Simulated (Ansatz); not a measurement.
For bcc Mo, PBE-D3(BJ) (plane waves, PAW; Ansatz, an electronic-structure program) gives:

```
Property                          Value
------------------------------  -------
equilibrium lattice constant a  3.130 Å
bulk modulus B0                 276 GPa
```

What does PBE0-D3(BJ) (Ansatz, PAW) give for the same quantities?


- lattice constant a: 3.106 Å (decreases by 0.8 %)
- bulk modulus: 316 GPa (goes up by 14 %)

For comparison: lattice constant a 3.141 Å (measured, static lattice: zero-point anharmonic expansion removed; as tabulated in Mejia-Rodriguez and Trickey (2018), arXiv:1807.09216); bulk modulus 265 GPa (measured, zero-point energy and finite temperature contributions removed, our sources range from 265 to 278; as tabulated in doi:10.1021/acs.jctc.3c00612).

Changes are worked out from the printed values.

Unless a cell is named, each level is at its own relaxed cell (PBE-D3(BJ) 15.34, PBE0-D3(BJ) 14.99 Å³/atom).

Ansatz's density-functional and Hartree–Fock values are scalar-relativistic unless marked +SOC, with PAW data made under PBE.
